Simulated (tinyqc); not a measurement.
Inside a calculation. Method: Hueckel theory of the pi electrons with the omega technique, for the molecule C=C(O)C=C[CH2+] (SMILES; centres numbered as the heavy atoms are written). One step of it, computed by the program tinyqc.

Task: Energy, charges, bond orders. E = sum n x; q_r = z_r - P_rr; bond order p = P_rs; free valence = sqrt(3) - sum of p over the bonds of the atom.

final x values: 2.681765  1.722309  1.026439  0.252719  -0.897628  -1.615607

occupations: 2.000000  2.000000  2.000000  0.000000  0.000000  0.000000

final P, lower triangle:
```
           1C         2C         3O        4C        5C        6C
1C   0.766694
2C   0.746823   0.900199
3O  -0.185705   0.270158   1.932921
4C   0.392914   0.561434  -0.125035  0.733392
5C  -0.198474   0.024927  -0.033702  0.579749  0.925245
6C  -0.399455  -0.208518   0.073599  0.328006  0.785592  0.741549
```

Centres:

| centre | z_r, pi electrons of the neutral centre | h |
|---|---|---|
| 1C | 1 | 0.000000 |
| 2C | 1 | 0.000000 |
| 3O | 2 | 2.170000 |
| 4C | 1 | 0.000000 |
| 5C | 1 | 0.000000 |
| 6C | 1 | 0.000000 |

Bonds:

| i | j | k |
|---|---|---|
| 1 | 2 | 1 |
| 2 | 3 | 0.860000 |
| 2 | 4 | 1 |
| 4 | 5 | 1 |
| 5 | 6 | 1 |

Give: pi energy = 6 alpha + this times beta; pi charges; Bond orders and lengths from R = 1.517 - 0.180 p; free valence of the carbons; gap between the highest filled and the next level.

Result:

pi energy = 6 alpha + this times beta = 10.861

pi charges: 1C 0.233, 2C 0.100, 3O 0.067, 4C 0.267, 5C 0.075, 6C 0.258

Bond orders and lengths from R = 1.517 - 0.180 p (angstrom, C-C alone):

| bond | p | R |
|---|---|---|
| 1-2 | 0.747 | 1.383 |
| 2-3 | 0.270 | - |
| 2-4 | 0.561 | 1.416 |
| 4-5 | 0.580 | 1.413 |
| 5-6 | 0.786 | 1.376 |

free valence of the carbons: 1C 0.985, 2C 0.154, 4C 0.591, 5C 0.367, 6C 0.946

gap between the highest filled and the next level = 0.774 |beta|
